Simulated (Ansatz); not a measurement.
Reaction (formal hydrolysis of a C–C bond): `C=C(C)Cl` + H₂O → `C=C(O)Cl` + CH₄

Computed with Ansatz on PBE0-D4/def2-TZVP structures; ΔE is electronic, products minus reactants. CCSD(T)/CBS adds triple-zeta CCSD(T) − MP2 to the extrapolated MP2 energy (def2 sets, frozen cores). This one scheme is used for every species. DFT in def2-TZVPP. HSE06 is defined as in plane-wave codes. One conformer a species, not always the lowest.

CCSD(T)/CBS gives +39.3 kJ/mol.

Question: Another level gave +28.4 kJ/mol. Which?
A. r2SCAN/def2-TZVPP
B. BHLYP-D4/def2-TZVPP
C. HSE06/def2-TZVPP
D. CCSD/def2-TZVPP

Answer: B. BHLYP-D4 28.4, CCSD/def2-TZVPP 34.6, r2SCAN 19.5, HSE06 23.9 kJ/mol.

Question: What do rigid-rotor, harmonic-oscillator terms from PBE0-D4/def2-TZVP frequencies (298.15 K, 1 bar) make of the CCSD(T)/CBS value? (An estimate is asked.)

Answer: Ansatz gave: ΔZPE = -0.6 kJ/mol, ΔH = +37.8 kJ/mol, ΔS = -10 J/(mol·K), ΔG = +40.7 kJ/mol.

Largest T1 diagnostic among the species: 0.011.

Leaving LDA and LC-ωPBE aside and taking each functional with its dispersion term where it has one, the values, not all of them listed here, spread over 11.0 kJ/mol, from B97M-V to PBE-QIDH. From BLYP to BHLYP (50 % exact exchange), in def2-TZVPP and without D4, ΔE moves by +8.6 kJ/mol. At CCSD(T), def2-SVP lies −20.4 kJ/mol from the extrapolated value and def2-TZVPP −5.4 kJ/mol.
